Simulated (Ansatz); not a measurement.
## Worked example: H3S⁺, quintet against H₃S⁺, triplet

Geometry (PBE0/def2-TZVP stationary point of a triplet), kept for both states (H3S⁺, triplet: B1; H3S⁺, quintet: B1):

```xyz
4

S     0.0000   -0.0391    0.0000
H     0.0000    1.3184    0.0000
H     0.0000   -0.0372    1.5201
H     0.0000   -0.0372   -1.5201
```

Basis 6-31G; Ansatz 0.2.0. Only valence electrons are correlated (noble-gas cores frozen). Prefix R: restricted or restricted open-shell reference; prefix U: unrestricted.

Full CI is exact within this basis and frozen core; it isn't the basis-set limit. The frozen core follows each run's orbitals, which can shift R against U totals by a few meV.

```
   level  E(H3S⁺, triplet) (hartree)  E(H3S⁺, quintet) (hartree)
     UHF                 -398.720448                 -398.387282
    UMP2                 -398.770889                 -398.421966
UCCSD(T)                 -398.793548                 -398.441545
     PBE                 -399.251006                 -398.884929
   B3LYP                 -399.444481                 -399.075978
 full CI                 -398.793827                 -398.441873
```

Give the vertical gap, H3S⁺ quintet less H3S⁺ triplet, at each level in eV (1 hartree = 27.2114 eV), and each error against full CI.

full CI: (-398.441873 − (-398.793827)) × 27.2114 = 9.577 eV (the reference)
B3LYP: (-399.075978 − (-399.444481)) × 27.2114 = 10.027 eV, error 0.450 eV
PBE: (-398.884929 − (-399.251006)) × 27.2114 = 9.961 eV, error 0.384 eV
UCCSD(T): (-398.441545 − (-398.793548)) × 27.2114 = 9.578 eV, error 0.001 eV
UMP2: (-398.421966 − (-398.770889)) × 27.2114 = 9.495 eV, error -0.082 eV
UHF: (-398.387282 − (-398.720448)) × 27.2114 = 9.066 eV, error -0.511 eV

Total energies of functionals can't be set beside those of wave-function methods, since they hold the core's correlation and their own absolute errors; only the differences compare.

The set has no polarisation functions, so the order and spacing of states can differ from the basis-set limit.

In so small a basis the reference is far from its limit while semilocal and hybrid functionals are nearer theirs, so the functionals' errors here hold much of the reference's basis and frozen-core error, which can add to them or hide them.

Each level lands on the state that its own search finds. T1 diagnostics of restricted CCSD: 0.023 and 0.018.
